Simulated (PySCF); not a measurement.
**Potential energy of BS⁺ along the bond**

Set-up: basis B pcseg-1, S pcseg-1; no relativity; PySCF 2.14. Energies in eV from B⁺ + S in their ground configurations at the same level. State: ³Π (triplet), unpaired electrons σ ↑, π ↑.

```csv
R (Å),UHF-CCSD(T),r²SCAN,ωB97X,UHF
1.472,,-2.240,-1.617,-0.748
1.541,-1.607,-2.966,-2.331,-1.448
1.609,-2.026,-3.369,-2.723,-1.824
1.661,-2.181,-3.514,-2.859,-1.947
1.712,-2.235,-3.556,-2.894,-1.968
1.763,-2.211,-3.520,-2.852,-1.914
1.832,-2.094,-3.383,-2.710,-1.760
1.917,-1.861,-3.120,-2.445,-1.492
2.020,-1.528,-2.735,-2.070,-1.143
2.157,,-2.207,-1.579,-0.747
```

Question: Put a parabola through the three lowest points of the UHF-CCSD(T) curve and estimate Re, k and ωe (reduced mass 8.189 u; 1 eV/Å² = 0.16022 mdyn/Å; ωe = 1302.8·√(k/μ) cm⁻¹).

Answer: Through R = 1.661, 1.712, 1.763 Å the second-order coefficient is 15.0 eV/Å², so Re ≈ 1.722 Å, k ≈ 4.80 mdyn/Å and ωe ≈ 998 cm⁻¹. A polynomial fit of higher order to the unrounded UHF-CCSD(T) energies gives Re = 1.720 Å, k = 4.47 mdyn/Å, ωe = 963 cm⁻¹; anharmonicity and rounding make the difference.

The higher-order fit for each curve: UHF-CCSD(T): Re = 1.720 Å, ωe = 963 cm⁻¹, De = 2.24 eV; r²SCAN: Re = 1.712 Å, ωe = 991 cm⁻¹, De = 3.56 eV; ωB97X: Re = 1.707 Å, ωe = 996 cm⁻¹, De = 2.89 eV; UHF: Re = 1.699 Å, ωe = 1015 cm⁻¹, De = 1.97 eV.

Correlated steps freeze 6 core orbitals. Correlated levels converge slowly with the basis: in double zeta they bind strong bonds too weakly, by up to about 1 eV, and carry superposition errors of some tenths. For an ion De counts to the pair picked by the measured ionisation energies or electron affinities, which need not be the lowest pair at this level. The state was picked by a PBE0 search and need not be the measured ground state.
